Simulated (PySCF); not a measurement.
**Molecular orbitals of LiB⁺**

M06-2X at R = 2.464 Å; PySCF, no relativity, basis sets Li pcseg-1, B pcseg-1. State: ²Σ⁺ (doublet), unpaired electrons σ ↑. Only the outer orbitals are listed, counted within each symmetry.

```
spin  orbital  occ.  ε (eV)  on Li (%)   main shells (%)
   α       3σ     1  -18.42          2            98 B s
   α       4σ     1  -12.47         10            88 B p
   α       1π     0   -7.01          8            92 B p
   α       1π     0   -7.01          8            92 B p
   α       5σ     0   -5.63         99  78 Li s, 22 Li p
   β       3σ     1  -17.02          3            95 B s
   β       4σ     0   -7.09         41   52 B p, 40 Li s
   β       1π     0   -6.86         14   86 B p, 14 Li p
   β       1π     0   -6.86         14   86 B p, 14 Li p
```

Question: Which are the highest filled and the lowest empty level, where do they sit, and how wide is the gap?

Answer: Highest filled α 4σ at -12.47 eV (in %: 88 B p); lowest empty β 4σ at -7.09 eV (in %: 52 B p, 40 Li s); the gap at M06-2X is 5.38 eV.

| Item | Value |
| --- | --- |
| bond order (Mayer) | 0.26 |
| ⟨S²⟩ | 0.752 |
| charge on Li (Mulliken, basis-dependent) | 0.85 |
| charge on Li (Löwdin, basis-dependent) | 0.61 |
| dipole moment (positive dipole points towards B; it is taken about the centre of mass and depends on that origin) | -5.04 D |

The state is the lowest determinant that a PBE0 search found; another state may lie lower at other levels.
